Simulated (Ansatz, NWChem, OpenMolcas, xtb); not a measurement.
**Worked example: BH(CH3)(OH) + SiH4 → BH(CH3)(SiH3) + H2O**

Species: BH(CH3)(OH), singlet; SiH4 (silane) `[SiH4]`, singlet; BH(CH3)(SiH3), singlet; H2O (water) `O`, singlet. The partners trade OH for SiH3: B–OH and H–SiH3 bonds give way to B–SiH3 and H–OH.

Shapes, held fixed at every level: PBE0-D4/def2-TZVP. Flexible molecules stand in one conformer, not always the lowest. Programs: Ansatz 0.2.0, NWChem 7.3.0, OpenMolcas 26.06, xtb 6.7.1. A level may come from different programs for different species; with the same settings they agree closely. The zero-point and thermal change to 298 K, harmonic and unscaled (PBE0-D4/def2-TZVP), is +0.1 kJ/mol.

At CCSD(T)/CBS estimate; 1 Eh = 2625.50 kJ/mol:

```
      species  energy (Eh)
  BH(CH3)(OH)  -141.084889
         SiH4  -291.463062
BH(CH3)(SiH3)  -356.105701
          H2O   -76.379409
```

Task: Work out ΔH(298 K) of the reaction at this level.

Result: 
1. Products less reactants: (-356.105701) + (-76.379409) − [(-141.084889) + (-291.463062)] = 0.062841 Eh = +165.0 kJ/mol.
2. With the thermal change: +165.0 + (+0.1) = +165.1 kJ/mol.

Other levels give +160.2 (PBE-D4/def2-TZVPP) to +190.9 kJ/mol (PBE0/def2-SVP). No measured value is set beside it here. The CBS estimate extrapolates MP2 from def2-TZVPP and def2-QZVPP and adds CCSD(T) − MP2 in the triple-zeta set, cores frozen.
